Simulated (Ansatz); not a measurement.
Density of states of Ti$_{2}$Co (Fd-3m, a = 7.129 Å, b = 7.129 Å, c = 7.129 Å, α = 90.00°, β = 90.00°, γ = 90.00°), in states per eV and primitive cell, averaged over bins of 0.4 eV. Computed with DFT r2SCAN, scalar-relativistic, plane waves, PAW (Ansatz).

Settings: cutoff 500 eV, Γ-centred mesh 10×10×10 on the computed 6-atom cell, Gaussian smearing of 0.10 eV; collinear spin from starting moments 0.41 0.41 0.41 0.41 1.94 1.94 μB.

The cell is relaxed at this level. The states (both spins) are summed by tetrahedra on a 15×15×15 mesh at the self-consistent density. Energies are bin centres; the table starts no lower than −8 eV and ends at 6 eV, or lower where the solved bands end.

It is a metal at this level.

```
E − E_F (eV) total Ti 3d up Co 3d down Ti 3d down Co 3d up Ti 4s up Ti 4s down Co 4s down Co 4s up
       -6.85   0.08      0.00        0.00        0.00      0.00      0.00        0.04        0.02      0.00
       -6.45   0.29      0.00        0.00        0.00      0.00      0.07        0.10        0.05      0.03
       -6.05   0.45      0.00        0.00        0.01      0.00      0.11        0.13        0.08      0.06
       -5.65   0.59      0.00        0.00        0.01      0.00      0.15        0.16        0.11      0.08
       -5.25   0.76      0.01        0.00        0.02      0.01      0.18        0.19        0.15      0.12
       -4.85   1.03      0.03        0.01        0.04      0.02      0.22        0.22        0.24      0.18
       -4.45   1.14      0.05        0.01        0.07      0.05      0.22        0.17        0.25      0.26
       -4.05   1.46      0.21        0.02        0.12      0.11      0.27        0.21        0.21      0.25
       -3.65   5.30      1.21        0.05        0.51      1.74      0.50        0.27        0.39      0.48
       -3.25   6.88      0.73        0.13        1.08      3.78      0.34        0.33        0.27      0.07
       -2.85   8.03      0.85        0.12        0.55      5.61      0.22        0.32        0.12      0.06
       -2.45   8.73      1.22        0.46        0.45      5.76      0.14        0.40        0.04      0.12
       -2.05  10.27      1.16        1.23        1.96      4.78      0.14        0.48        0.03      0.27
       -1.65   5.68      1.00        1.34        2.12      0.33      0.18        0.41        0.03      0.02
       -1.25   9.81      3.01        2.43        2.39      0.76      0.39        0.29        0.04      0.04
       -0.85  13.19      3.86        5.27        2.05      0.38      0.38        0.25        0.06      0.05
       -0.45   7.70      2.69        2.73        1.27      0.23      0.13        0.10        0.03      0.03
       -0.05   5.32      2.32        1.57        0.78      0.26      0.10        0.06        0.02      0.01
        0.35   6.81      1.74        1.68        2.87      0.14      0.10        0.08        0.01      0.00
        0.75   7.05      2.51        1.52        2.32      0.20      0.15        0.08        0.01      0.01
        1.15   5.23      1.78        1.16        1.66      0.13      0.19        0.05        0.00      0.03
        1.55   6.79      1.85        1.85        2.24      0.13      0.27        0.09        0.01      0.05
        1.95   5.73      1.82        0.91        2.19      0.14      0.20        0.11        0.02      0.04
        2.35   6.13      2.40        0.67        2.12      0.14      0.17        0.21        0.04      0.03
        2.75   7.12      2.17        0.66        3.43      0.07      0.13        0.23        0.05      0.03
        3.15   7.51      3.28        0.28        3.30      0.05      0.17        0.10        0.03      0.03
```

The columns after the total are the main Löwdin projections on the occupied valence shells of the potentials; 4 others are left out. The rest of the total lies in those, in shells that are empty in the free atom, which aren't projected, and between the atoms.

The state reached may not be the lowest one.

Only this magnetic start was tried.